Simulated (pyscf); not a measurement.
F–Sn(Cl)(Cl)–SeH + HCl -> Cl–Sn(Cl)(Cl)–SeH + HF (four-centre exchange; singlet surface; F–Sn, Cl–H broken, Cl–Sn, F–H formed). Optimised with ωB97X-D3(BJ)/def2-SVP in PySCF. Energies in eV from the separated reactants.

```
level                   barrier  reaction energy
----------------------  -------  ---------------
ωB97X-D3(BJ)/def2-TZVP     0.26            -0.44
PBE/def2-TZVP              0.22            -0.26
B3LYP-D3(BJ)/def2-TZVP     0.29            -0.34
PBE0-D3(BJ)/def2-TZVP      0.24            -0.40
M06-2X/def2-TZVP           0.34            -0.34
ωB97M-D3(BJ)/def2-TZVP     0.39            -0.31
```

The functionals in the table span 0.17 eV in this barrier, from PBE to ωB97M-D3(BJ). On the reactant side the descent ends in a complex, 0.20 eV under the separated species and 0.46 eV under the saddle at ωB97X-D3(BJ)/def2-TZVP. On the product side the descent ends in a complex, 0.26 eV under the separated species and 0.96 eV under the saddle at ωB97X-D3(BJ)/def2-TZVP. This is the saddle that the search found; another between the same sides may lie lower. Elements up to Kr have no core potential and no relativistic terms here. Elements past Kr carry the def2 core potentials, without spin-orbit coupling.
